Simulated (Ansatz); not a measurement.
**CS, singlet in 6-31G: errors against full CI**

Geometry: MP2(full)/6-31G*, from the G2/97 set.

```xyz
2

C     0.0000    0.0000    0.0000
S     0.0000    0.0000    1.5447
```

Basis 6-31G; Ansatz 0.2.0. Correlated methods freeze the noble-gas cores, which leaves 10 electrons in 16 orbitals. Prefix R: restricted or restricted open-shell reference. Active spaces: valence = (10e, 8o) chosen from the atoms' valence shells.

Full CI is exact within this basis and frozen core; it isn't the basis-set limit.

```
UHF ⟨S²⟩                          : 0.000
T1 diagnostic (RCCSD)             : 0.0310
largest doubles amplitude (RCCSD) : 0.104
```

Task: From what is known of these methods and the diagnostics, rank them by the size of their error in total energy against full CI in 6-31G, smallest first (an estimate: the text doesn't fix the numbers).
A. RCCSDTQ
B. RCCSD
C. RHF
D. CASSCF (valence space)
E. RMP2

Result: A (0.1 kJ/mol), B (26.9 kJ/mol), E (40.6 kJ/mol), D (129.6 kJ/mol), C (429.7 kJ/mol).

All errors are against full CI in 6-31G. Within each family the higher level lies nearer, as is usual though not guaranteed.

The full-CI state has the irrep A1 of C2v, in the program's axes (one component, if the state is degenerate).

Natural occupations of full CI about the gap: 1.989 1.967 1.942 1.928 1.928 0.085 0.085 0.034 0.013 0.007; effectively unpaired electrons, Σ n²(2−n)², 0.12.

Atomization energy (electronic, same basis, no zero-point term; atoms at the same level, unrestricted beside the R rows where the molecule is a closed shell, with restricted open-shell steps beyond CCSDT(Q)) at full CI: 508.3 kJ/mol. Errors of other levels:

| level | error (kJ/mol) |
| --- | --- |
| RHF | -270.6 |
| RMP2 | 10.6 |
| CISD | -48.4 |
| RCCSD | -25.1 |
| RCCSD(T) | -2.9 |
| BCCD(T) | -1.9 |
| RCCSDT | -0.8 |
| CISDTQ | -4.0 |
| RCCSDT(Q) | -0.4 |
| RCCSDTQ | -0.1 |
| CASSCF (valence space) | -16.1 |
| NEVPT2 (valence space) | 7.5 |
| MRCISD (valence space) | -2.4 |
| MRCISD+Q (valence space) | -0.6 |

This basis is far from its limit, so the value isn't to be set against a measured one. Truncated CI isn't size-consistent, which counts against it in atomization.
